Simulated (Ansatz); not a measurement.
# How far each method lies from full CI for CH3, doublet

Geometry: MP2(full)/6-31G*, from the G2/97 set.

```
atom    x (Å)    y (Å)   z (Å)
   C   0.0000   0.0000  0.0000
   H   0.0000   1.0784  0.0000
   H   0.9339  -0.5392  0.0000
   H  -0.9339  -0.5392  0.0000
```

Basis cc-pVDZ; Ansatz 0.2.0. Correlated methods freeze the noble-gas cores, which leaves 7 electrons in 28 orbitals. R marks a restricted (for open shells ROHF) determinant, U an unrestricted one. Active spaces: valence = (7e, 7o) chosen from the atoms' valence shells.

Full CI is exact within this basis and frozen core; it isn't the basis-set limit. The frozen core follows each run's orbitals, which can shift R against U totals by a few meV.

For open shells CISD and CISDTQ are restricted-active-space CI with the open shells as a complete middle space.

- UHF ⟨S²⟩: 0.761
- T1 diagnostic (RCCSD): 0.0140
- largest doubles amplitude (RCCSD): 0.042
- T1 diagnostic (UCCSD): 0.0067

```csv
level,E − E(full CI) (kcal/mol),share of correlation (%),wall time
RHF,98.31,0.00,–
UHF,95.69,2.66,–
RMP2,16.26,83.46,–
UMP2,16.27,83.45,–
CISD,5.29,94.62,0.46 s
RCCSD,1.98,97.99,–
UCCSD,1.94,98.03,–
RCCSD(T),0.33,99.67,0.3 s
UCCSD(T),0.32,99.68,0.33 s
BCCD(T),0.33,99.66,0.48 s
RCCSDT,0.08,99.92,–
UCCSDT,0.07,99.93,–
CISDTQ,0.11,99.89,12 s
RCCSDT(Q),0.01,99.99,3.3 s
UCCSDT(Q),-0.01,100.01,2.9 s
RCCSDTQ,0.00,100.00,8 s (H100)
UCCSDTQ,-0.01,100.01,9 s (H100)
CASSCF (valence space),61.69,37.25,–
NEVPT2 (valence space),14.45,85.31,0.55 s
NEVPT4(SD) (valence space),1.50,98.47,0.91 s
MRCISD (valence space),2.16,97.80,–
MRCISD+Q (valence space),-0.02,100.02,1 s
```

The correlation energy at full CI, counted from RHF, is -4.263 eV. That run took 8.5 s on 2 threads of AMD EPYC 7R13 with a shared H100 80 GB, shared host over 16,744,835 determinants.

Times hold each run's SCF and search for its determinant on a shared host, so for small cases they say little of a method's own cost; rows without a card ran on 1 thread of AMD EPYC 7R13.

The full-CI state has the irrep B1 of C2v, in the program's axes (one component, if the state is degenerate).

Natural occupations of full CI about the gap: 1.968 1.959 1.959 0.990 0.024 0.022 0.022 0.009 0.009 0.008; effectively unpaired electrons, Σ n²(2−n)², 1.02.

Atomization energy (electronic, same basis, no zero-point term; atoms at the same level, unrestricted beside the R rows where the molecule is a closed shell, with restricted open-shell steps beyond CCSDT(Q)) at full CI: 1202.0 kJ/mol. Errors of other levels:

```tsv
level	error (kJ/mol)
RHF	-205.9
UHF	-205.8
RMP2	-8.4
UMP2	-9.4
CISD	-17.7
RCCSD	-4.9
UCCSD	-4.9
RCCSD(T)	-0.5
UCCSD(T)	-0.6
BCCD(T)	-0.5
RCCSDT	-0.3
UCCSDT	-0.3
CISDTQ	-0.4
RCCSDT(Q)	-0.1
UCCSDT(Q)	-0.1
RCCSDTQ	0.0
UCCSDTQ	0.0
CASSCF (valence space)	-101.5
NEVPT2 (valence space)	-22.9
NEVPT4(SD) (valence space)	-5.3
MRCISD (valence space)	-7.2
MRCISD+Q (valence space)	-2.7
```

This basis is far from its limit, so the value isn't to be set against a measured one. Truncated CI isn't size-consistent, which counts against it in atomization.
